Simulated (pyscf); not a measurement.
Single points on ωB97X-D3(BJ)/def2-SVP structures (PySCF, gas phase).

methane (CH₄) + HO–Al(OH)–OH → H₃C–Al(OH)–OH + water (H₂O)
Surface: singlet. Broken: C–H, Al–O. Formed: Al–C, H–O. Give ΔE‡ and ΔE from ωB97M-D3(BJ)/def2-TZVP, relative to the separated reactants.

ΔE‡ = 33.2 kcal/mol, ΔE = +33.3 kcal/mol. Zero-point energy shifts the barrier by -1.2 kcal/mol. It is a four-centre exchange, with an imaginary mode of 1341i cm⁻¹. On the product side the descent ends in an adduct with a Al–O contact, 20.9 kcal/mol under the separated species and 20.1 kcal/mol under the saddle at ωB97X-D3(BJ)/def2-TZVP. What is counted as broken (Al–O) persists as a longer contact in the product adduct; parting that adduct is a step of its own. At the saddle there is also a short Al–H contact that neither side keeps. This is the saddle that the search found; another between the same sides may lie lower.
